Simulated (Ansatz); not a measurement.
Basis-set extrapolation for `CCCC(C)CCC` (PBE0-D4/def2-TZVP geometry, frozen core, Ansatz). Multiplicity 1, RHF reference.

```csv
,def2-TZVPP,def2-QZVPP
HF,-313.542576,-313.557438
MP2 correlation,-1.421653,-1.508588
CCSD(T) correlation,-1.571718,not run
```

Energies in hartree. Use E(X) = E(∞) + A·exp(−7.88·√X) for Hartree–Fock and E(X) = E(∞) + B·X^(−2.97) for correlation, with X = 3 and 4, and add CCSD(T) minus MP2 of the smaller set to the MP2 limit.

Q: What is the CCSD(T) energy at the basis-set limit?

A: HF limit: -313.557438 + (-0.014862) × 0.13774 = -313.55949. MP2 limit: -1.508588 + (-0.086935) × 0.74074 = -1.57298. Higher-order term: -1.571718 − (-1.421653) = -0.15006. Total: -315.28253 hartree, 4.58 eV below CCSD(T)/def2-TZVPP.
